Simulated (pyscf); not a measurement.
Thermochemistry of product channels of H₂B–F + H• on the doublet surface, in kcal/mol, from ωB97M-D3(BJ)/def2-TZVP energies (ideal gas, 1 atm, RRHO with modes under 100 cm⁻¹ raised to 100, one conformer, R ln 2 for rigid chiral ones). Single points on ωB97X-D3(BJ)/def2-SVP structures (PySCF, gas phase).

```
products         ΔE  ΔH(298 K)  ΔG(298 K)  ΔG(600 K)
------------  -----  ---------  ---------  ---------
BH₂• + HF     +36.4      +37.6      +35.5      +33.2
[HB–F]• + H₂   +2.7       +2.3       +0.7       -0.9
BH₃ + F•      +61.7      +63.8      +63.7      +63.5
```

These are energies of the channels, which say nothing of barriers. Left out: orbital degeneracy and the spin-orbit lowering of F.
